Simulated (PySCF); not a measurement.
## What an electron can do to CF

PBE in PySCF with def2-TZVPPD on every atom, for the lowest determinant that a PBE0 search found; no spin–orbit coupling.

| species | state (unpaired electrons) | Re (Å) | ωe (cm⁻¹) | energy of the minimum from the neutral (eV) | De (eV) | dissociates to |
| --- | --- | --- | --- | --- | --- | --- |
| CF | doublet (π ↑) | 1.287 | 1251 | 0.00 | 6.28 | C + F |
| CF⁺ | singlet (closed shell) | 1.170 | 1702 | 9.31 | 8.50 | C⁺ + F |
| CF⁻ | triplet (π ↑↑) | 1.459 | 764 | -0.45 | 3.06 | C + F⁻ |

Work out the lowest energy to break CF into atoms, from its vibrational ground state.

D0 = De − ωe/2 = 6.28 − 0.08 = 6.20 eV (PBE/def2-TZVPPD).

Work out the ionisation energy of the C atom at this level and the threshold of dissociative ionisation.

IE(C) = 9.31 + 8.50 − 6.28 = 11.53 eV, so C⁺ + F + e⁻ appears at D0 + IE(C) = 17.73 eV (PBE/def2-TZVPPD). The measured IE(C) is 11.26 eV (NIST ASD).

Work out the electron affinity of the F atom and the threshold of dissociative attachment.

EA(F) = 6.28 − 3.06 − (-0.45) = 3.67 eV, so C + F⁻ needs D0 − EA(F) = 2.53 eV (PBE/def2-TZVPPD). The measured EA(F) is 3.401 eV.

At which energy does ion-pair formation open?

C⁺ + F⁻ lies at D0 + IE(C) − EA(F) = 14.06 eV (PBE/def2-TZVPPD).

These are thermodynamic thresholds; the onsets seen under electron impact lie higher where the geometry changes, and cross-sections peak well above them.

For an ion De counts to the pair picked by the measured ionisation energies or electron affinities, which need not be the lowest pair at this level. The highest Kohn–Sham level is positive in this anion. Much of that is self-interaction error, but it also means that the finite basis helps to hold the extra electron. States were picked by a PBE0 search and need not be the measured ground states.
